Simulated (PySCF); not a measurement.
Hydrogen boron sulfide, BHS.
Numbering: `[BH:1]=[S:2]` (hydrogens: H3 on B1)

Level of theory: core-valence-separated Tamm–Dancoff BHandHLYP/aug-pcX-1 (pcseg-1 on H, def2-SVPD on S) in PySCF, non-relativistic, gas phase, PBE0-D3(BJ)/def2-SVP geometry. No shift to experiment was applied.

List the boron K-edge absorption lines.

```
E (eV)       f  core hole on                 main final orbital     polarisation
187.76  0.1653            B1    LUMO/LUMO+1 (2 roots, f summed)  across the axis
192.23  0.0049            B1                      LUMO+2 (54 %)   along the axis
192.66  0.0049            B1                      LUMO+3 (81 %)   along the axis
193.51  0.0164            B1  LUMO+4/LUMO+5 (2 roots, f summed)  across the axis
194.49  0.0078            B1                      LUMO+6 (57 %)   along the axis
```

The first line with a tenth or more of the strongest one's intensity is at 187.76 eV (f = 0.165, sum of 2), with the hole on B1 (boron bonded to S and H), polarised across the axis. It is also the strongest listed.

Roots within 0.03 eV whose holes lie on the same, on equivalent or on shared atoms are summed into one line, and the highest roots are left out, as the search may have cut off their partners. Final orbitals are the ground state's empty Kohn–Sham orbitals.

Only the lowest roots of each edge were sought.
